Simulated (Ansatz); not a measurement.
# CH7AlSi: basis-set convergence

An exercise on one series of results from a longer session: the logs are not shown, and one member is left open.

The runs use Ansatz 0.2.0, Gaussian basis; one geometry, several basis sets.

Plan: PBE0-D4/def2-SVP; ωB97M-V/def2-SVP; PBE0-D4/def2-QZVPP; ωB97M-V/def2-QZVPP; the functionals' def2-TZVPP values are taken from earlier runs.

1 further run of the same task is left out (it didn't finish).

**The geometry**

The geometry comes from an earlier relaxation with PBE0-D4 in a triple-zeta def2 set; it is a stationary point, not always the lowest conformer.

SMILES `[CH3][AlH][SiH3]`, 10 atoms, charge 0, spin multiplicity 1.

Atoms are counted from 1 here; the program's logs count them from 0.

Bond lengths: C1–Al2 1.953 Å, C1–H4 1.096 Å, C1–H5 1.092 Å, C1–H6 1.096 Å, Al2–Si3 2.461 Å, Al2–H7 1.593 Å, Si3–H8 1.494 Å, Si3–H9 1.494 Å, Si3–H10 1.490 Å. Angles: Al2–C1–H4 110.5°, Al2–C1–H5 113.7°, Al2–C1–H6 110.2°, H4–C1–H5 108.0°, H4–C1–H6 106.2°, H5–C1–H6 107.9°, C1–Al2–Si3 120.6°, C1–Al2–H7 118.9°, Si3–Al2–H7 120.4°, Al2–Si3–H8 110.9°, Al2–Si3–H9 110.7°, Al2–Si3–H10 114.1°, H8–Si3–H9 106.3°, H8–Si3–H10 107.2°, H9–Si3–H10 107.2°.

Set-up of the first run:

The input, in.yaml:

```yaml
crystal:
  periodic: [false, false, false]
  atoms:
    - {symbol: C, position_ang: [-1.428446, 0.967154, -0.792407]}
    - {symbol: Al, position_ang: [0.409065, 0.309455, -0.720919]}
    - {symbol: Si, position_ang: [1.161657, -1.107311, 1.145404]}
    - {symbol: H, position_ang: [-1.909213, 0.659339, -1.727475]}
    - {symbol: H, position_ang: [-2.050649, 0.624124, 0.036631]}
    - {symbol: H, position_ang: [-1.438018, 2.062980, -0.790387]}
    - {symbol: H, position_ang: [1.416903, 0.709211, -1.887736]}
    - {symbol: H, position_ang: [0.334884, -2.347617, 1.241011]}
    - {symbol: H, position_ang: [1.000200, -0.395030, 2.448503]}
    - {symbol: H, position_ang: [2.586617, -1.533604, 1.050372]}
basis:
  gaussian: {orbitals: def2-SVP}
hamiltonian: {xc: pbe0, dispersion: d4}
output: {orbitals: {seedname: orbitals}}
```

Steps of the session up to this table: PBE0-D4 in def2-SVP; ωB97M-V in def2-SVP; PBE0-D4 in def2-QZVPP; ωB97M-V in def2-QZVPP.

One table of the session follows, with a row left open; its other results are not shown here.

It belongs to the step «Functionals by basis». 

| functional | basis | HOMO (eV) | LUMO (eV) |
| --- | --- | --- | --- |
| PBE0-D4 | def2-SVP | -7.37 | -1.72 |
| PBE0-D4 | def2-TZVPP | -7.35 | -1.74 |
| PBE0-D4 | def2-QZVPP | -7.35 | -1.75 |
| ωB97M-V | def2-SVP | -9.34 | -0.03 |
| ωB97M-V | def2-TZVPP | ? | ? |
| ωB97M-V | def2-QZVPP | -9.35 | -0.22 |

Q: Estimate the row for ωB97M-V, def2-TZVPP from the others.

**Answer.** HOMO (eV): -9.35; LUMO (eV): -0.12.
